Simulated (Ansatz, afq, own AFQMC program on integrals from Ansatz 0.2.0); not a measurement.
AFQMC on a folder of integrals that Ansatz 0.2.0 wrote.

```yaml
crystal:
  periodic: [false, false, false]
  atoms:
    - {symbol: Si, position_ang: [-0.873936, 0.000000, 0.000000]}
    - {symbol: H, position_ang: [-1.368808, 1.399708, 0.000000]}
    - {symbol: H, position_ang: [-1.368807, -0.699854, 1.212183]}
    - {symbol: H, position_ang: [-1.368808, -0.699854, -1.212182]}
    - {symbol: H, position_ang: [0.702064, 0.000000, 0.000000]}
    - {symbol: B, position_ang: [2.101064, 0.000000, -0.000001]}
    - {symbol: H, position_ang: [2.610137, 0.000000, 1.077008]}
    - {symbol: H, position_ang: [2.610137, 0.000000, -1.077009]}
basis:
  gaussian: {orbitals: cc-pVDZ}
magnetization: {spin_polarized: true, initial_magnetization: 1}
correlation: {method: ccsd_t, electrons: outside_noble_gas, hamiltonian_folder: ham}
```

```sh
$ ansatz run in.yaml --threads 1 --pin off --events-out ev --progress --plain --max-ram 16896MiB --backend cuda --devices 0, --max-vram 18GiB
```

Options of the walk:

```
--method phaseless --trial hf --walkers 4000 --populations 20 --least-time 40 --time-step 0.005 --steps-per-block 20 --equilibration-blocks 112 --max-blocks 4000 --target-error 0.001050 --factor-cut 1e-05 --start spin_pure --seed 2901 --taylor-order 6
```

Times are imaginary, in 1/Eh. The walk had a cap of 79 s. With eight or more populations the least sampling time is a fifth of least-time, and the error comes from their spread.

```
orbitals 56  electrons 7 6  factors 434 of 570
reference energy -316.96413422 Eh
CCSD correlation -0.25073042 Eh in 15 cycles, weight of the determinant in the CISD state 0.8718
energy of the start -316.964445 Eh
 block  time / (1/Eh)  mean weight  energy / Eh
     1     0.100  1.0008  -317.011528
     2     0.200  1.0015  -317.048344
     3     0.300  1.0012  -317.077518
     4     0.400  1.0013  -317.101655
     5     0.500  1.0015  -317.122010
    10     1.000  1.0003  -317.177349
    25     2.500  1.0001  -317.213587
    29     2.900  1.0000  -317.215809
    49     4.900  1.0003  -317.221030
    69     6.900  1.0002  -317.224019
    89     8.900  1.0001  -317.222809
   109    10.900  1.0003  -317.220891
   129    12.900  1.0005  -317.226324
   149    14.900  0.9998  -317.220089
   169    16.900  0.9999  -317.219256
   189    18.900  1.0000  -317.220825
error from the spread of 20 populations
energy -317.221892 +/- 0.000862 Eh
(rows thinned)
```

Q: Estimate how long the walk took on 1 × NVIDIA H100 80GB HBM3 with 2 threads of AMD EPYC 7R13 Processor (Zen 3) (shared host) (the card was shared).

A: 45 s of wall time.

The run passed its tests (sampling time, drift between the halves within three errors, error under three times the target), which doesn't prove that it has relaxed.

Against this walk (error 23.5 meV) on the same determinant: CCSD(T) 45.5 meV higher (within the noise), CCSDT(Q) 8.4 meV higher (within the noise), a separate phaseless walk with a CISD trial and standard settings 12.9 ± 23.9 meV higher (within the noise). The error is statistical and leaves out the bias of the constraint.

Cautions: constraint bias not in the error.

CCSDT and higher add their correlation energy to the determinant of the CCSD(T) run, since their own runs factorise the integrals more tightly (a shift of under 2 meV). A walk keeps the symmetry of its determinant, which the program's search chose and which needn't be the lowest solution, so a lower state of the same spin and another symmetry isn't excluded.
